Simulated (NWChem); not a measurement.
System: C2H3, doublet; SMILES [CH]=C

Here is an NWChem input.

```
start job
memory heap 200 mb stack 900 mb global 1100 mb
geometry units angstroms noautosym nocenter noautoz
  C     -0.109974    -0.713094     0.000000
  C     -0.009866     0.594197     0.000000
  H      0.552251    -1.579189     0.000000
  H      0.967903     1.102266     0.000000
  H     -0.893701     1.244697     0.000000
end
basis spherical
  * library 6-31g*
end
dft
  odft
  mult 2
  xc m05-2x
  iterations 150
end
cosmo
  do_cosmo_smd true
  solvent propanol
end
task dft energy
```

Parts of the log:

```
             Northwest Computational Chemistry Package (NWChem) 7.3.0
             --------------------------------------------------------

                             Geometry "geometry" -> ""
                             -------------------------

 Output coordinates in angstroms (scale by  1.889725989 to convert to a.u.)

  No.       Tag          Charge          X              Y              Z
 ---- ---------------- ---------- -------------- -------------- --------------
    1 C                    6.0000    -0.10997400    -0.71309400     0.00000000
    2 C                    6.0000    -0.00986600     0.59419700     0.00000000
    3 H                    1.0000     0.55225100    -1.57918900     0.00000000
    4 H                    1.0000     0.96790300     1.10226600     0.00000000
    5 H                    1.0000    -0.89370100     1.24469700     0.00000000

 Effective nuclear repulsion energy (a.u.)      28.2858522281

                                 NWChem DFT Module
                                 -----------------

 Summary of "ao basis" -> "ao basis" (spherical)
 ------------------------------------------------------------------------------
       Tag                 Description            Shells   Functions and Types
 ---------------- ------------------------------  ------  ---------------------
 C                           6-31g*                  6       14   3s2p1d
 H                           6-31g*                  2        2   2s

 in cosmo_initialize ...
 calling solv_data for solv:propanol

 solvent parameters
 solvname_short: propanol
 solvname_long:  1-propanol
 dielec:       20.5240
 dielecinf:     1.9182
 nonaqueous SMD model solvent descriptors
 dielec:       20.5240
 sola:          0.3700
 solb:          0.4800
 solc:          0.0000
 solg:         33.5700
 solh:          0.0000
 soln:          1.3850

          ---------------
          -cosmo- solvent
          ---------------
 Cosmo: York-Karplus, doi: 10.1021/jp992097l
 dielectric constant -eps-     =  20.52
 screen = (eps-1)/(eps    )    =   0.95128
 surface charge correction     = lagrangian

   van der Waals surface
 --------------------------

 ---------- ATOMIC COORDINATES (A.U.) ------------ VDWR(ANG.) --
     1   -0.20782073   -1.34755226    0.00000000     1.850
     2   -0.01864404    1.12286951    0.00000000     1.850
     3    1.04360307   -2.98423449    0.00000000     1.200
     4    1.82907145    2.08298071    0.00000000     1.200
     5   -1.68885001    2.35213627    0.00000000     1.200
 number of segments per atom =        128
 number of   points per atom =        128
 atom (   nspa,  nppa )
 ----------------------
    1 (     82,     0 )       0
    2 (     72,     0 )       0
    3 (     54,     0 )       0
    4 (     54,     0 )       0
    5 (     54,     0 )       0
 number of -cosmo- surface points =      316
 molecular surface =     66.902 angstrom**2
 molecular volume  =     43.938 angstrom**3
 -lineq- algorithm             =   0
 -bem- low  level              =   3
 -bem- from -octahedral-
 gaussian surface charge width =   4.50000
 degree of switching           =   1.00000
 switching function tolerance  =   0.00010
 atomic radii =
 --------------
    1  6.000  1.850
    2  6.000  1.850
    3  1.000  1.200
    4  1.000  1.200
    5  1.000  1.200
 ...... end of -cosmo- initialization ......

 nat:                     5
 ixmem:                  1509
 calling mnsol_interface()
 G(SMD-CDS) energy (kcal/mol)  =     2.078
 SMD-CDS SASA (angstrom**2)    =    84.034

            General Information
            -------------------
          SCF calculation type: DFT
          Wavefunction type:  spin polarized.
          No. of atoms     :     5
          No. of electrons :    15
           Alpha electrons :     8
            Beta electrons :     7
          Charge           :     0
          Spin multiplicity:     2
          Use of symmetry is: off; symmetry adaption is: off
          Maximum number of iterations: 150
          AO basis - number of functions:    34
                     number of shells:    18
          Convergence on energy requested:  1.00D-06
          Convergence on density requested:  1.00D-05
          Convergence on gradient requested:  5.00D-04

              XC Information
              --------------
                       M05-2X Method XC Functional
                     Hartree-Fock (Exact) Exchange  0.560
                M05-2X metaGGA Exchange Functional  0.440
                      M05-2X Correlation Potential  1.000

             Grid Information
             ----------------
          Grid used for XC integration:  medium
          Radial quadrature: Mura-Knowles
          Angular quadrature: Lebedev.
          Tag              B.-S. Rad. Rad. Pts. Rad. Cut. Ang. Pts.
          ---              ---------- --------- --------- ---------
          C                   0.70       49           7.0       434
          H                   0.35       45           8.0       434
          Grid pruning is: on
          Number of quadrature shells:   233
          Spatial weights used:  Erf1

      Superposition of Atomic Density Guess
      -------------------------------------

 Sum of atomic energies:         -76.81520591

      Non-variational initial energy
      ------------------------------

 Total energy =     -77.680724
 1-e energy   =    -157.834844
 2-e energy   =      51.868268
 HOMO         =      -0.150555
 LUMO         =       0.045332

[...]

                                COSMO-SMD solvation results
                                ---------------------------

             internal energy in gas <Psi(g)|H|Psi(g)> =       -77.877559104174
         internal energy in solvent <Psi(s)|H|Psi(s)> =       -77.877014347000
                               delta internal energy  =         0.000544757174 (    0.34 kcal/mol)
   total free energy in solvent <Psi(s)|H+V/2|Psi(s)> =       -77.881754281273
 polarization energy contribution <Psi(s)|V/2|Psi(s)> =        -0.004739934273 (   -2.97 kcal/mol)
    total free energy in solvent including G(SMD-CDS) =       -77.878442186961
                       G(SMD-CDS) energy contribution =         0.003312094313 (    2.08 kcal/mol)
     1 M fixed-concentration free energy of solvation =        -0.000883082786 (   -0.55 kcal/mol)

                    DFT Final Alpha Molecular Orbital Analysis
                    ------------------------------------------

 Vector    6  Occ=1.000000D+00  E=-4.983486D-01
              MO Center= -2.2D-01,  2.3D-01, -5.4D-12, r^2= 1.8D+00
   Bfn.  Coefficient  Atom+Function         Bfn.  Coefficient  Atom+Function
  ----- ------------  ---------------      ----- ------------  ---------------
     4      0.330591  1 C  py                18     -0.311333  2 C  py
    17      0.275723  2 C  px                33     -0.243261  5 H  s
    34     -0.178760  5 H  s                 29     -0.142521  3 H  s
    21      0.126638  2 C  px                22     -0.116605  2 C  py
     8      0.109897  1 C  py                30     -0.108597  3 H  s

 Vector    7  Occ=1.000000D+00  E=-3.482208D-01
              MO Center= -6.2D-02, -1.2D-01,  3.8D-11, r^2= 1.4D+00
   Bfn.  Coefficient  Atom+Function         Bfn.  Coefficient  Atom+Function
  ----- ------------  ---------------      ----- ------------  ---------------
     5      0.426287  1 C  pz                19      0.372402  2 C  pz
     9      0.294937  1 C  pz                23      0.271555  2 C  pz

 Vector    8  Occ=1.000000D+00  E=-2.964212D-01
              MO Center= -2.1D-01, -4.9D-01, -2.0D-11, r^2= 1.7D+00
   Bfn.  Coefficient  Atom+Function         Bfn.  Coefficient  Atom+Function
  ----- ------------  ---------------      ----- ------------  ---------------
     3      0.521368  1 C  px                 7      0.418877  1 C  px
     6     -0.260921  1 C  s                 32     -0.197578  4 H  s
    31     -0.155610  4 H  s                  8      0.146754  1 C  py
     4      0.145828  1 C  py                17     -0.142419  2 C  px
    34      0.136742  5 H  s                 30      0.132172  3 H  s

 Vector    9  Occ=0.000000D+00  E= 6.069686D-02
              MO Center= -5.3D-02,  2.4D-03, -7.2D-11, r^2= 2.0D+00
   Bfn.  Coefficient  Atom+Function         Bfn.  Coefficient  Atom+Function
  ----- ------------  ---------------      ----- ------------  ---------------
    23     -0.686555  2 C  pz                 9      0.638152  1 C  pz
    19     -0.405582  2 C  pz                 5      0.402833  1 C  pz
    11     -0.026068  1 C  d -1

 Vector   10  Occ=0.000000D+00  E= 1.967855D-01
              MO Center=  1.1D-01, -6.6D-01, -1.7D-11, r^2= 4.3D+00
   Bfn.  Coefficient  Atom+Function         Bfn.  Coefficient  Atom+Function
  ----- ------------  ---------------      ----- ------------  ---------------
    30      1.549630  3 H  s                  6     -1.382553  1 C  s
    34     -1.104666  5 H  s                 20      0.781396  2 C  s
    21     -0.497938  2 C  px                 7     -0.373344  1 C  px
     8      0.354399  1 C  py                32      0.266046  4 H  s
    17     -0.196744  2 C  px                 3     -0.178138  1 C  px

 Vector   11  Occ=0.000000D+00  E= 1.996969D-01
              MO Center=  3.4D-01,  9.5D-01,  1.1D-10, r^2= 3.5D+00
   Bfn.  Coefficient  Atom+Function         Bfn.  Coefficient  Atom+Function
  ----- ------------  ---------------      ----- ------------  ---------------
    20      1.966814  2 C  s                 32     -1.503725  4 H  s
    34     -1.164605  5 H  s                 22      0.645570  2 C  py
    30     -0.643243  3 H  s                  8     -0.414243  1 C  py
     6      0.331997  1 C  s                 18      0.213605  2 C  py
    16      0.165735  2 C  s                  7      0.150019  1 C  px

                     DFT Final Beta Molecular Orbital Analysis
                     -----------------------------------------

 Vector    5  Occ=1.000000D+00  E=-5.133101D-01
              MO Center=  2.7D-01,  1.9D-01,  1.7D-12, r^2= 1.6D+00
   Bfn.  Coefficient  Atom+Function         Bfn.  Coefficient  Atom+Function
  ----- ------------  ---------------      ----- ------------  ---------------
    18     -0.309659  2 C  py                 4      0.306328  1 C  py
    17     -0.279733  2 C  px                31     -0.223903  4 H  s
    29     -0.162079  3 H  s                 32     -0.153490  4 H  s
     3     -0.138308  1 C  px                21     -0.129753  2 C  px
    30     -0.127826  3 H  s                 22     -0.122827  2 C  py

 Vector    6  Occ=1.000000D+00  E=-4.797543D-01
              MO Center= -1.5D-01,  3.9D-01, -3.8D-12, r^2= 1.8D+00
   Bfn.  Coefficient  Atom+Function         Bfn.  Coefficient  Atom+Function
  ----- ------------  ---------------      ----- ------------  ---------------
    17      0.354831  2 C  px                 4      0.250003  1 C  py
    33     -0.247896  5 H  s                 18     -0.241424  2 C  py
    34     -0.187396  5 H  s                 21      0.170165  2 C  px
    29     -0.144281  3 H  s                 31      0.130795  4 H  s
    30     -0.121803  3 H  s                 22     -0.096051  2 C  py

 Vector    7  Occ=1.000000D+00  E=-3.353072D-01
              MO Center= -4.9D-02,  4.4D-02,  4.2D-12, r^2= 1.4D+00
   Bfn.  Coefficient  Atom+Function         Bfn.  Coefficient  Atom+Function
  ----- ------------  ---------------      ----- ------------  ---------------
    19      0.428280  2 C  pz                 5      0.356527  1 C  pz
    23      0.327259  2 C  pz                 9      0.248363  1 C  pz

 Vector    8  Occ=0.000000D+00  E=-2.569965D-02
              MO Center= -3.0D-01, -6.4D-01, -1.7D-12, r^2= 1.7D+00
   Bfn.  Coefficient  Atom+Function         Bfn.  Coefficient  Atom+Function
  ----- ------------  ---------------      ----- ------------  ---------------
     7      0.528464  1 C  px                 3      0.407096  1 C  px
     6     -0.294418  1 C  s                 32     -0.284287  4 H  s
     8      0.273107  1 C  py                30      0.174796  3 H  s
    34      0.169932  5 H  s                  4      0.128957  1 C  py
    31     -0.121405  4 H  s                 33      0.103893  5 H  s

 Vector    9  Occ=0.000000D+00  E= 7.585001D-02
              MO Center= -6.3D-02, -1.6D-01, -3.5D-11, r^2= 2.0D+00
   Bfn.  Coefficient  Atom+Function         Bfn.  Coefficient  Atom+Function
  ----- ------------  ---------------      ----- ------------  ---------------
     9      0.703572  1 C  pz                23     -0.649323  2 C  pz
     5      0.414539  1 C  pz                19     -0.372377  2 C  pz
    25     -0.027349  2 C  d -1

 Vector   10  Occ=0.000000D+00  E= 1.967071D-01
              MO Center= -5.3D-02,  1.2D+00,  1.7D-11, r^2= 3.1D+00
   Bfn.  Coefficient  Atom+Function         Bfn.  Coefficient  Atom+Function
  ----- ------------  ---------------      ----- ------------  ---------------
    20      2.112989  2 C  s                 34     -1.490643  5 H  s
    32     -1.313334  4 H  s                 22      0.616178  2 C  py
     8     -0.265529  1 C  py                18      0.198206  2 C  py
    16      0.188323  2 C  s                  6     -0.160927  1 C  s
    15     -0.130191  2 C  s                 30     -0.066787  3 H  s

   alpha - beta orbital overlaps
   -----------------------------

   alpha      1      2      3      4      5      6      7      8      9     10
    beta      1      2      3      4      5      6      7      8      9     11
 overlap   0.999  0.999  0.995  0.992  0.977  0.971  0.993  0.975  0.993  0.935

   alpha     11     12     13     14     15     16     17     18     19     20
    beta     10     12     13     14     15     17     16     18     19     20
 overlap   0.936  0.998  0.997  0.994  0.993  0.773  0.786  0.993  0.996  0.998

   alpha     21     22     23     24     25     26     27     28     29     30
    beta     21     22     23     24     25     26     27     28     29     30
 overlap   0.995  0.998  0.997  0.998  0.998  0.993  0.995  0.995  0.996  0.997

   alpha     31     32     33     34
    beta     31     32     33     34
 overlap   0.999  1.000  0.999  1.000

     --------------------------
     Expectation value of S2:
     --------------------------
      <S2> =      0.7656 (Exact =     0.7500)

     Multipole analysis of the density
     ---------------------------------

     L   x y z        total         alpha         beta         nuclear
     -   - - -        -----         -----         ----         -------
     0   0 0 0     -0.000000     -8.000000     -7.000000     15.000000

     1   1 0 0      0.322572      0.552131     -0.054595     -0.174964
     1   0 1 0      0.121536      0.769826     -0.751076      0.102786
     1   0 0 1     -0.000000     -0.000000     -0.000000      0.000000

[...]
```

Level: M05-2X/6-31G* (spherical d), spin-unrestricted, SMD on the gas-phase geometry. In the optimisation the excess spin sits in a' (Cs, its own frame). All runs use the structure optimised with PBE0/def2-SVP, spin-unrestricted. No stability test was run on the SCF state. Solvent: 1-propanol.
